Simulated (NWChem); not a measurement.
**Total energies of hydrogen fluoride (HF)**

SMILES: F
```xyz
2

F      0.0000     0.0000     0.0925
H      0.0000     0.0000    -0.8323
```
Charge 0, spin multiplicity 1.

Everything below was run with NWChem. Structure: optimised with B3LYP/def2-SVP, a minimum by its harmonic frequencies.

Basis set: def2-TZVP (37 functions).

| method | total energy (Ha) |
|---|---|
| RHF | -100.06293 |
| MP2 | -100.33034 |
| B2PLYP | -100.43427 |
| PBE | -100.39123 |
| B3LYP | -100.49046 |
| PBE0 | -100.39184 |
| CCSD(T) | -100.33901 |

Total energies of different functionals aren't comparable as a measure of quality: only differences taken within one method are. 

The correlated methods keep 1 core orbital frozen. B3LYP has NWChem's definition, with VWN1-RPA local correlation. No row is a measurement; the coupled-cluster row has its own basis-set and correlation limits.
